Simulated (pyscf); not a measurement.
Structures and frequencies: ωB97X-D3(BJ)/def2-SVP in PySCF.

For the elementary gas-phase step `[Cl][GeH]` [singlet] + `[H]` [doublet] + `[NH3]` -> `[NH2][GeH][Cl]` [doublet] + `[H][H]` (doublet surface; H–N broken, Ge–N, H–H formed), what barrier and reaction energy does ωB97M-D3(BJ)/def2-TZVP give, measured from the separated reactants?

ΔE‡ = -0.32 eV, ΔE = -2.17 eV. Zero-point energy shifts the barrier by +0.07 eV. It is an addition across a multiple bond or ene-type step, with an imaginary mode of 1659i cm⁻¹. On the reactant side the descent ends in an adduct with a Ge–N contact (not fully relaxed), 1.14 eV under the separated species and 0.75 eV under the saddle at ωB97X-D3(BJ)/def2-TZVP. At ωB97M-D3(BJ) the saddle lies under the separated reactants, which points to a path from their complex (located at ωB97X-D3(BJ) alone). What is counted as formed (Ge–N) is already present as a longer contact in the reactant adduct; forming that adduct is a step of its own. This is the saddle that the search found; another between the same sides may lie lower. Elements up to Kr have no core potential and no relativistic terms here.
